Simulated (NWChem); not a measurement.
Molecule: ammonia (NH3); SMILES N

```xyz
4

N      0.0000     0.0000     0.1389
H      0.6618     0.6618    -0.2664
H      0.2422    -0.9040    -0.2664
H     -0.9040     0.2422    -0.2664
```
Atoms are numbered in this order, from 1.

Results from NWChem. Geometry optimised at PBE0/def2-SVP; all other runs use it. 

```csv
quantity,level,value
"vertical ionisation energy, ΔSCF (eV)",PBE/def2-SVP,10.71
cavity-dispersion-structure term (kcal/mol) in n-hexane,"PBE0/def2-SVP, SMD",1.4
"anisotropy (bohr³), static",B3LYP/def2-SVPD,0.5
"vertical, lowest excitation, singlet (eV)","B3LYP/def2-SVPD, TDA",6.86
dipole (D),PBE0/def2-SVP,1.79
highest harmonic frequency (cm⁻¹),PBE0/def2-SVP,3628
```
